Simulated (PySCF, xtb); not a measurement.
chlorine (Cl2), SMILES ClCl.

Harmonic wavenumbers (cm⁻¹) from GFN2-xTB run with xtb at its own minimum, in rising order: 506.

What does PySCF with PBE0-D3(BJ)/def2-TZVPD give at its own minimum? (Estimate from the structure and the level; the computed values follow.)

577. Paired by order, the mean absolute difference is 71 cm⁻¹ and the zero-point energies are 0.7 and 0.8 kcal/mol.
